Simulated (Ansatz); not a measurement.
A nudged elastic band was laid between two geometries of CH2F + H2S (7 atoms, charge 0, multiplicity 2).

Computed with UKS BHLYP-D4/cc-pVDZ in Ansatz.

```
movable images  : 5
climbing image  : yes
spring          : 5.0 eV/Å²
optimiser       : quadratic models (default)
start path      : through a guess of the saddle point
force threshold : 0.05 eV/Å
iteration limit : 60
end points      : relaxed
```

Image 0:

```xyz
7
Properties=species:S:1:pos:R:3
H 1.339 -2.059 0.482
S 2.286 -1.112 0.344
C -1.309 0.673 -0.386
F -0.385 1.158 0.449
H 1.417 -0.112 0.574
H -1.020 0.673 -1.431
H -2.329 0.778 -0.032
```

Image 6:

```xyz
7
Properties=species:S:1:pos:R:3
H -0.455 -0.836 -0.359
S 2.568 -1.037 0.869
C -0.906 0.159 -0.347
F -0.005 1.050 0.203
H 1.750 0.031 0.736
H -1.140 0.479 -1.365
H -1.812 0.154 0.263
```

Problem. Which bonds break or form, and what moves?

Solution. Bonds broken: H1–S2. Bonds formed: H1–C3. CH2F + H2S becomes CH3F + HS.

Problem. Give the energies along the band, and the barrier.

Solution. The run converged. The highest image is number 3 of 0 to 6, 0.268 eV above the first end and 0.971 eV above the last; the last end lies 0.702 eV below the first. A vibrational analysis at the climbing image gives one clearly imaginary mode, 1099i cm⁻¹: a first-order saddle point.

```
image  path coordinate (Å)  energy (eV)  H1–S2 (Å)  H1–C3 (Å)
    0                 0.00        0.000       1.35       3.90
    1                 0.92        0.011       1.35       3.09
    2                 1.84        0.050       1.35       2.39
    3                 2.76        0.268       1.48       1.52
    4                 3.38       -0.513       2.28       1.10
    5                 4.00       -0.644       2.75       1.09
    6                 4.62       -0.702       3.27       1.09
```

Problem. What is the geometry of the highest image?

Solution. 
```xyz
7
Properties=species:S:1:pos:R:3:forces:R:3
H 0.306 -0.595 -0.064 0.00 0.00 0.00
S 1.529 -1.349 0.271 -0.01 0.00 0.00
C -0.845 0.378 -0.286 0.00 0.00 0.00
F -0.470 1.515 0.301 0.00 0.00 0.00
H 2.022 -0.279 0.923 0.00 0.00 0.00
H -0.875 0.447 -1.372 0.00 0.00 0.00
H -1.666 -0.118 0.228 0.00 0.00 0.00
```

Problem. What are the harmonic wavenumbers there?

Solution. 1099i, 68, 90, 314, 533, 580, 851, 1133, 1213, 1227, 1315, 1511, 2773, 3180, 3319 cm⁻¹.

The band took 16 iterations and about 5 core-minutes.

Run time: 2.8 min on 2 threads of Arm Neoverse V2, with other jobs on the host, peak memory 0.17 GiB.
